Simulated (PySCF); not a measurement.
Molecule: SMILES [NH3+][BH3-], BH$_{6}$N.

Molfile (atoms numbered from 1):
```
BH6N
     RDKit          3D

  8  7  0  0  0  0  0  0  0  0999 V2000
   -0.8059    0.1056   -0.0392 B   0  0  0  0  0  0  0  0  0  0  0  0
    0.8125   -0.1176    0.0050 N   0  0  0  0  0  0  0  0  0  0  0  0
   -1.2191   -0.6697   -0.8925 H   0  0  0  0  0  0  0  0  0  0  0  0
   -0.9644    1.2822   -0.3391 H   0  0  0  0  0  0  0  0  0  0  0  0
   -1.2028   -0.1628    1.0883 H   0  0  0  0  0  0  0  0  0  0  0  0
    1.0468   -1.0794    0.2531 H   0  0  0  0  0  0  0  0  0  0  0  0
    1.2515    0.4950    0.6931 H   0  0  0  0  0  0  0  0  0  0  0  0
    1.2377    0.0799   -0.9015 H   0  0  0  0  0  0  0  0  0  0  0  0
  1  2  1  0
  1  3  1  0
  1  4  1  0
  1  5  1  0
  2  6  1  0
  2  7  1  0
  2  8  1  0
M  CHG  2   1  -1   2   1
M  END
```

Geometry PBE0-D3(BJ)/def2-SVP throughout; GIAO in PySCF 2.14.0 with density-fitted response routines, gas phase, one conformer, non-relativistic; equivalent atoms averaged; functional PBE0.

(1) How do the absolute shieldings σ depend on the basis set? (ppm; last column core-seconds on shared hosts with different chips, so compare them loosely)

(2) Which nucleus moves most, in ppm?

(3) Taking the largest basis, pcSseg-2 (156 functions), as the yardstick, rank the others by their worst heavy-atom deviation.

## Answers

(1) 
| basis set | functions | B1 | N2 | H6/H7/H8 | H3/H4/H5 | core-s |
| --- | --- | --- | --- | --- | --- | --- |
| STO-3G | 16 | 138.6 | 289.0 | 30.09 | 31.53 | 0.87 |
| 6-31G | 30 | 137.8 | 242.9 | 30.53 | 29.81 | 1.6 |
| pcSseg-0 | 30 | 129.9 | 235.2 | 30.90 | 29.65 | 1.5 |
| 6-31G* | 40 | 135.2 | 236.7 | 29.85 | 29.59 | 2.6 |
| def2-SVP | 58 | 135.3 | 236.7 | 28.97 | 29.24 | 3.2 |
| cc-pVDZ | 58 | 136.1 | 238.9 | 28.91 | 29.14 | 2.2 |
| pcSseg-1 | 64 | 125.0 | 225.4 | 28.82 | 29.05 | 2.7 |
| 6-311+G(2d,p) | 90 | 127.1 | 228.6 | 29.10 | 29.28 | 4.9 |
| def2-TZVP | 98 | 127.5 | 230.1 | 29.10 | 29.28 | 5.5 |
| aug-cc-pVDZ | 100 | 131.9 | 239.5 | 28.80 | 29.14 | 3.6 |
| IGLO-III | 130 | 123.7 | 226.9 | 28.82 | 29.22 | 4.8 |
| cc-pVTZ | 144 | 127.8 | 229.3 | 28.70 | 29.22 | 5.5 |
| pcSseg-2 | 156 | 123.5 | 226.6 | 28.59 | 29.15 | 4.8 |

(2) N2 (donor nitrogen of a Lewis adduct): from 225.4 ppm with pcSseg-1 to 289.0 ppm with STO-3G. The smallest spread is 2.31 ppm, at H6/H7/H8.

(3) IGLO-III 0.3 ppm (130 functions), pcSseg-1 1.5 ppm (64 functions), 6-311+G(2d,p) 3.6 ppm (90 functions), def2-TZVP 4.1 ppm (98 functions), cc-pVTZ 4.4 ppm (144 functions), pcSseg-0 8.5 ppm (30 functions), 6-31G* 11.7 ppm (40 functions), def2-SVP 11.9 ppm (58 functions), cc-pVDZ 12.6 ppm (58 functions), aug-cc-pVDZ 12.8 ppm (100 functions), 6-31G 16.3 ppm (30 functions), STO-3G 62.4 ppm (16 functions).

A small basis that lands close on one nucleus may do so by chance; judge by the trend and by all nuclei.
